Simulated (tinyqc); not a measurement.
Orbital energy against energy difference: ionisation energy by orbital energies and by energy differences in the 6-31g* basis, for CH4, spin multiplicity 1. Computed by the program tinyqc with PySCF. 

Geometry (angstrom):
```
atom        x        y        z
C      0.0000   0.0000   0.0000
H      0.5980   0.5980   0.5980
H      0.5980  -0.5980  -0.5980
H     -0.5980   0.5980  -0.5980
H     -0.5980  -0.5980   0.5980
```

CCSD(T) difference in the same basis = 14.3782 eV

IP-EOM-CCSD = 14.3958 eV

The cation is unrestricted; errors are against CCSD(T) in this basis, not against experiment.

First vertical ionisation energy (eV):
```
method     -e(HOMO)  E(cation) - E  error of -e(HOMO)  error of the difference
HF           15.206       13.73085              0.828                   -0.647
LDA           9.482       14.37652             -4.896                -1.66e-03
PBE           9.477       14.44389             -4.901                    0.066
B3LYP        10.858       14.61474             -3.520                    0.237
PBE0         11.141       14.55899             -3.237                    0.181
CAM-B3LYP    12.639       14.62832             -1.739                    0.250
LC-wPBE      14.168       14.68385             -0.210                    0.306
```

Koopmans errs by +0.83 eV and Delta-HF by -0.65 eV: relaxation, 1.48 eV, lowers the value and the missing correlation difference works against it. The PBE level is off by -4.9 eV through the wrong tail of its potential, though its energy difference is off by +0.07 eV; exact exchange deepens the level, and among the orbital energies LC-wPBE comes closest; among the differences LDA does.
